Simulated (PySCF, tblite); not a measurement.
# PH3S: deprotonation, part 2 of 2

tblite 0.8.0 and PySCF 2.14.0. Atoms count from 0.

## (16) Single point (PH₃S): wavefunction

Geometry: PBE0-D3(BJ)/ma-def2-SVP.

Job settings and geometry (Å):

```
{"job": {"kind": "sp", "xc": "MP2", "basis": "ma-def2-TZVP", "grid": 2}, "charge": 0, "multiplicity": 1}
P      0.013806     0.000135    -0.007293
S      1.939228    -0.219087    -0.185519
H     -0.547358    -0.075295     1.298483
H     -0.560095     1.225067    -0.449804
H     -0.826889    -0.924204    -0.688811
```

With the program's defaults for keys left out, this is: wavefunction single point, frozen core, gas phase.

The program printed:

```text
final grid: 39792 points
cycle   1  E = -739.9667599533  dE =  1.174e-01  |g| = 4.249e-01  |ddm| = 1.556e+00
cycle   2  E = -740.0207854907  dE = -5.403e-02  |g| = 2.529e-01  |ddm| = 6.795e-01
cycle   3  E = -740.0396520140  dE = -1.887e-02  |g| = 3.859e-02  |ddm| = 2.597e-01
cycle   4  E = -740.0404592591  dE = -8.072e-04  |g| = 1.022e-02  |ddm| = 4.430e-02
cycle   5  E = -740.0405179500  dE = -5.869e-05  |g| = 1.780e-03  |ddm| = 1.416e-02
cycle   6  E = -740.0405199691  dE = -2.019e-06  |g| = 4.301e-04  |ddm| = 3.336e-03
cycle   7  E = -740.0405200641  dE = -9.500e-08  |g| = 1.412e-04  |ddm| = 6.346e-04
cycle   8  E = -740.0405200793  dE = -1.520e-08  |g| = 3.420e-05  |ddm| = 3.621e-04
cycle   9  E = -740.0405200806  dE = -1.295e-09  |g| = 1.044e-05  |ddm| = 1.256e-04
converged SCF energy = -740.0405200806
E(HF, exact integrals) = -740.0405660856
E(MP2) = -740.3665694203
```

Wall time 1.6 s (1 thread of Arm Neoverse V1, shared host).

## (17) Single point (PH2S−): wavefunction

Geometry: PBE0-D3(BJ)/ma-def2-SVP.

Job settings and geometry (Å):

```
{"job": {"kind": "sp", "xc": "MP2", "basis": "ma-def2-TZVP", "grid": 2}, "charge": -1, "multiplicity": 1}
P     -0.069315    -0.021298     0.192972
S      1.936403    -0.204988    -0.312842
H     -0.523615     1.163636    -0.509462
H     -0.773126    -0.853745    -0.763864
```

Level: wavefunction single point, frozen core, gas phase.

The program printed:

```text
final grid: 34416 points
cycle   1  E = -739.4292773889  dE = -1.707e-01  |g| = 3.617e-01  |ddm| = 1.474e+00
cycle   2  E = -739.4748975913  dE = -4.562e-02  |g| = 2.046e-01  |ddm| = 7.597e-01
cycle   3  E = -739.4871968062  dE = -1.230e-02  |g| = 3.406e-02  |ddm| = 2.382e-01
cycle   4  E = -739.4879928520  dE = -7.960e-04  |g| = 1.057e-02  |ddm| = 7.376e-02
cycle   5  E = -739.4880986064  dE = -1.058e-04  |g| = 3.319e-03  |ddm| = 2.916e-02
cycle   6  E = -739.4881079969  dE = -9.391e-06  |g| = 1.194e-03  |ddm| = 8.835e-03
cycle   7  E = -739.4881097023  dE = -1.705e-06  |g| = 4.236e-04  |ddm| = 4.219e-03
cycle   8  E = -739.4881099940  dE = -2.917e-07  |g| = 1.424e-04  |ddm| = 2.165e-03
cycle   9  E = -739.4881100257  dE = -3.161e-08  |g| = 4.374e-05  |ddm| = 8.127e-04
cycle  10  E = -739.4881100284  dE = -2.772e-09  |g| = 1.448e-05  |ddm| = 2.837e-04
converged SCF energy = -739.4881100284
E(HF, exact integrals) = -739.4881462510
E(MP2) = -739.8195434021
```

It took 1.3 s on 1 thread of Arm Neoverse V1, shared host.

## (18) Deprotonation: MP2/ma-def2-TZVP

This step combines the energies above: geometries from PBE0-D3(BJ)/ma-def2-SVP, zero-point and thermal terms from PBE0-D3(BJ)/ma-def2-SVP.

Job settings and geometry (Å):

```
{"job": {"kind": "ac", "geom": {"xc": "PBE0", "basis": "ma-def2-SVP", "d3": "d3bj", "grid": 1}, "hess": 1, "level": {"xc": "MP2", "basis": "ma-def2-TZVP"}}, "charge": 0, "multiplicity": 1}
P      0.013806     0.000135    -0.007293
S      1.939228    -0.219087    -0.185519
H     -0.547358    -0.075295     1.298483
H     -0.560095     1.225067    -0.449804
H     -0.826889    -0.924204    -0.688811
```

Output (the driver's rows laid out field by field):

```text
deprotonation site by site, MP2/ma-def2-TZVP // PBE0-D3(BJ)/ma-def2-SVP

row 1
  formula                 H2PS
  charge                  -1
  multiplicity            1
  smiles                  P[S-]
  kept                    yes
  pieces                  1
  point_group             Cs
  atom                    0
  element                 P
  electronic              1436.22
  enthalpy                1412.25
  free_energy             1377.28
  share_gas               1.0
```

Run time: 3 s. Hardware: 1 thread of Arm Neoverse V1, shared host.

Energy needed to remove a proton (kJ/mol, gas phase, 298 K for the thermal columns):

```csv
site,product,electronic,enthalpy,free energy
P0,P[S-],1436.2,1412.2,1377.3
```

## (19) Single point (PH₃S): HF/ma-def2-TZVP

Geometry: PBE0-D3(BJ)/ma-def2-SVP.

Job settings and geometry (Å):

```
{"job": {"kind": "sp", "xc": "HF", "basis": "ma-def2-TZVP", "grid": 2}, "charge": 0, "multiplicity": 1}
P      0.013806     0.000135    -0.007293
S      1.939228    -0.219087    -0.185519
H     -0.547358    -0.075295     1.298483
H     -0.560095     1.225067    -0.449804
H     -0.826889    -0.924204    -0.688811
```

The program printed:

```text
final grid: 39792 points
cycle   1  E = -739.9667599533  dE =  1.174e-01  |g| = 4.249e-01  |ddm| = 1.556e+00
cycle   2  E = -740.0207854907  dE = -5.403e-02  |g| = 2.529e-01  |ddm| = 6.795e-01
cycle   3  E = -740.0396520140  dE = -1.887e-02  |g| = 3.859e-02  |ddm| = 2.597e-01
cycle   4  E = -740.0404592591  dE = -8.072e-04  |g| = 1.022e-02  |ddm| = 4.430e-02
cycle   5  E = -740.0405179500  dE = -5.869e-05  |g| = 1.780e-03  |ddm| = 1.416e-02
cycle   6  E = -740.0405199691  dE = -2.019e-06  |g| = 4.301e-04  |ddm| = 3.336e-03
cycle   7  E = -740.0405200641  dE = -9.500e-08  |g| = 1.412e-04  |ddm| = 6.346e-04
cycle   8  E = -740.0405200793  dE = -1.520e-08  |g| = 3.420e-05  |ddm| = 3.621e-04
cycle   9  E = -740.0405200806  dE = -1.295e-09  |g| = 1.044e-05  |ddm| = 1.256e-04
converged SCF energy = -740.0405200806
```

It took 0.36 s on 1 thread of Arm Neoverse V1, shared host.

## (20) Single point (PH2S−): HF/ma-def2-TZVP

Geometry: PBE0-D3(BJ)/ma-def2-SVP.

Job settings and geometry (Å):

```
{"job": {"kind": "sp", "xc": "HF", "basis": "ma-def2-TZVP", "grid": 2}, "charge": -1, "multiplicity": 1}
P     -0.069315    -0.021298     0.192972
S      1.936403    -0.204988    -0.312842
H     -0.523615     1.163636    -0.509462
H     -0.773126    -0.853745    -0.763864
```

The program printed:

```text
final grid: 34416 points
cycle   1  E = -739.4292773889  dE = -1.707e-01  |g| = 3.617e-01  |ddm| = 1.474e+00
cycle   2  E = -739.4748975913  dE = -4.562e-02  |g| = 2.046e-01  |ddm| = 7.597e-01
cycle   3  E = -739.4871968062  dE = -1.230e-02  |g| = 3.406e-02  |ddm| = 2.382e-01
cycle   4  E = -739.4879928520  dE = -7.960e-04  |g| = 1.057e-02  |ddm| = 7.376e-02
cycle   5  E = -739.4880986064  dE = -1.058e-04  |g| = 3.319e-03  |ddm| = 2.916e-02
cycle   6  E = -739.4881079969  dE = -9.391e-06  |g| = 1.194e-03  |ddm| = 8.835e-03
cycle   7  E = -739.4881097023  dE = -1.705e-06  |g| = 4.236e-04  |ddm| = 4.219e-03
cycle   8  E = -739.4881099940  dE = -2.917e-07  |g| = 1.424e-04  |ddm| = 2.165e-03
cycle   9  E = -739.4881100257  dE = -3.161e-08  |g| = 4.374e-05  |ddm| = 8.127e-04
cycle  10  E = -739.4881100284  dE = -2.772e-09  |g| = 1.448e-05  |ddm| = 2.837e-04
converged SCF energy = -739.4881100284
```

Run time: 0.32 s. Hardware: 1 thread of Arm Neoverse V1, shared host.

## (21) Deprotonation: HF/ma-def2-TZVP

This step combines the energies above: geometries from PBE0-D3(BJ)/ma-def2-SVP, zero-point and thermal terms from PBE0-D3(BJ)/ma-def2-SVP.

Job settings and geometry (Å):

```
{"job": {"kind": "ac", "geom": {"xc": "PBE0", "basis": "ma-def2-SVP", "d3": "d3bj", "grid": 1}, "hess": 1, "level": {"xc": "HF", "basis": "ma-def2-TZVP"}}, "charge": 0, "multiplicity": 1}
P      0.013806     0.000135    -0.007293
S      1.939228    -0.219087    -0.185519
H     -0.547358    -0.075295     1.298483
H     -0.560095     1.225067    -0.449804
H     -0.826889    -0.924204    -0.688811
```

Output (the driver's rows laid out field by field):

```text
deprotonation site by site, HF/ma-def2-TZVP // PBE0-D3(BJ)/ma-def2-SVP

row 1
  formula                 H2PS
  charge                  -1
  multiplicity            1
  smiles                  P[S-]
  kept                    yes
  pieces                  1
  point_group             Cs
  atom                    0
  element                 P
  electronic              1450.35
  enthalpy                1426.39
  free_energy             1391.42
  share_gas               1.0
```

It took 0.74 s on 1 thread of Arm Neoverse V1, shared host.

Energy needed to remove a proton (kJ/mol, gas phase, 298 K for the thermal columns):

```csv
site,product,electronic,enthalpy,free energy
P0,P[S-],1450.3,1426.4,1391.4
```

## (22) Summary of results

What follows sums up all 2 parts.

| quantity | value |
| --- | --- |
| strongest single infrared mode (GFN2-xTB) | 1056 cm⁻¹, 356 km/mol |
| zero-point energy (GFN2-xTB) | 17.1 kcal/mol |
| point group | C3v |
| rotational constants (main isotopes) | 105.62, 7.23, 7.23 GHz |
| ΔH of deprotonation, P0 (B3LYP-D3(BJ)/ma-def2-TZVP) | 1413.7 kJ/mol |
| ΔH of deprotonation, P0 (CCSD(T)/ma-def2-TZVP) | 1413.6 kJ/mol |
| ΔH of deprotonation, P0 (MP2/ma-def2-TZVP) | 1412.2 kJ/mol |
| ΔH of deprotonation, P0 (HF/ma-def2-TZVP) | 1426.4 kJ/mol |

What this shows: All 9 modes are real, so the xTB geometry is a minimum. Unscaled tight-binding wavenumbers are off by several per cent, some by more. Its intensities can rank the bands wrongly. Over 3 steps the energy fell by 0.046 eV; of the close pairs, P0–S1 changed most, 1.914 to 1.946 Å (PBE0/ma-def2-SVP). The ΔH of deprotonation at P0 is 1413.7 kJ/mol at B3LYP-D3(BJ)/ma-def2-TZVP; zero-point and thermal terms move it by -24.0 kJ/mol from the electronic value.
